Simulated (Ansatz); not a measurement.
**The cluster BeF₂+: structure and electronic state**

What does the cluster BeF₂+ look like as a doublet, and where do its frontier electrons sit?

The runs use Ansatz 0.2.0, Gaussian basis; UKS PBE0-D4/def2-TZVP.

Plan: relaxation at r2SCAN-D4/def2-TZVP; a single point at PBE0-D4/def2-TZVP; harmonic vibrations at r2SCAN-D4/def2-TZVP.

### Step 1. The system as given

3 atoms, charge 1, spin multiplicity 2.

Atoms are counted from 1 here; the program's logs count them from 0.

Bond lengths: Be1–F2 1.403 Å, Be1–F3 1.403 Å. Angles: F2–Be1–F3 179.6°.

The ion is computed in the gas phase, without counter-ions or solvent.

The start is a GFN2-xTB geometry.

### Step 2. Optimising with r2SCAN-D4/def2-TZVP

The input, in.yaml:

```yaml
crystal:
  periodic: [false, false, false]
  atoms:
    - {symbol: Be, position_ang: [-0.001820, 0.002010, 0.002240]}
    - {symbol: F, position_ang: [1.246540, 0.500270, 0.405300]}
    - {symbol: F, position_ang: [-1.244730, -0.502270, -0.407540]}
basis:
  gaussian: {orbitals: def2-TZVP}
total_charge: 1
magnetization: {spin_polarized: true, initial_magnetization: 1}
hamiltonian: {xc: r2scan, dispersion: d4}
scf: {omitted_lower_state_checks: [starts]}
output: {orbitals: {seedname: orbitals}}
relax: {f_tol: 0.02, max_steps: 100}
```

On the command line:

```console
ansatz run in.yaml --threads 4 --pin off --events-out ev --progress --plain --max-ram 3916MiB
```

Further steps of the session: Single point, PBE0-D4/def2-TZVP; Harmonic vibrations.

Q: Predict the results of all the runs planned. Wanted: point group; commonest bond; HOMO, LUMO at PBE0-D4/def2-TZVP; ⟨S²⟩; lowest, highest wavenumber.

**Answer**, as computed:

| quantity | value |
| --- | --- |
| point group | D∞h |
| commonest bond | Be–F, 2 of mean length 1.444 Å |
| HOMO, LUMO at PBE0-D4/def2-TZVP (over both spins) | -19.37, -17.53 eV |
| ⟨S²⟩ | 0.764 |
| lowest, highest wavenumber | 79, 1030 cm⁻¹ |

The molecule keeps its bonding pattern by the stored test; the atoms moved 0.03 Å (rms). All wavenumbers are real: a minimum at this level. The alpha HOMO lies nearest to F2, F3 about 49 % each and the alpha LUMO to Be1 62 %; F2, F3 about 19 % each (shares on a coarse grid); over both spins the HOMO and the LUMO of beta spin, not drawn, take the frontier's place. Whether this spin is the lowest isn't tested here.
